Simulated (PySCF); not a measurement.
Species: `C/C=C(/C)CF`. The columns A, B, C and D hold Mulliken, IAO, Hirshfeld and ESP-fitted charges (e) of one PBE0/pcSseg-1 density (PySCF), in a shuffled order. Coordinates in Å (GFN2-xTB); the density's dipole moment is (1.20, 0.08, -1.54) D.

```tsv
atom	x	y	z	A	B	C	D
C1	2.113	0.183	-0.083	-0.395	-0.425	-0.116	-0.205
C2	0.717	0.667	-0.299	-0.147	-0.147	-0.045	-0.136
C3	-0.427	0.082	0.032	+0.090	-0.015	-0.009	-0.466
C4	-1.758	0.700	-0.283	-0.649	-0.425	-0.123	-0.153
C5	-0.534	-1.245	0.731	+0.146	+0.035	+0.022	+0.277
F6	-1.342	-1.147	1.846	-0.252	-0.333	-0.123	-0.346
H7	2.161	-0.733	0.496	+0.122	+0.139	+0.043	+0.113
H8	2.591	0.006	-1.047	+0.122	+0.154	+0.047	+0.129
H9	2.692	0.950	0.431	+0.139	+0.154	+0.048	+0.128
H10	0.662	1.619	-0.814	+0.145	+0.138	+0.042	+0.086
H11	-2.362	0.764	0.620	+0.207	+0.159	+0.040	+0.137
H12	-1.639	1.695	-0.701	+0.166	+0.144	+0.045	+0.109
H13	-2.298	0.079	-1.000	+0.189	+0.144	+0.042	+0.119
H14	-1.006	-1.991	0.079	+0.053	+0.139	+0.043	+0.106
H15	0.428	-1.622	1.085	+0.065	+0.138	+0.044	+0.102
```

Q: Which column most likely holds the ESP-fitted charges?

A: A. Σ q r misses the density's dipole by 0.05 D (A), 0.71 D (C), 1.06 D (B), 1.12 D (D). Charges fitted to the outside potential are the only set here that is tied to the molecule's multipoles.

Q: And the Hirshfeld charges?

A: C. The mean sizes are 0.055 e (C), 0.174 e (D), 0.179 e (B), 0.192 e (A), and Hirshfeld charges are commonly the smallest of these schemes.

As computed, A = ESP-fitted, B = IAO, C = Hirshfeld, D = Mulliken. Hydrogens on carbon: ESP-fitted +0.05 to +0.21, IAO +0.14 to +0.16, Hirshfeld +0.04 to +0.05, Mulliken +0.09 to +0.14 e.

The IAO scheme projects the occupied orbitals on a minimal set of polarised atomic orbitals and counts the electrons in each atom's part of it. The Hirshfeld scheme divides the density at each point in proportion to the densities of the neutral, spherically averaged free atoms.

Geometry: GFN2-xTB, one conformer, isolated molecule.

Shape of the structure used: `[CH3:1]/[CH:2]=[C:3](/[CH3:4])[CH2:5][F:6]`: C2–C3–C5–F6 128°.
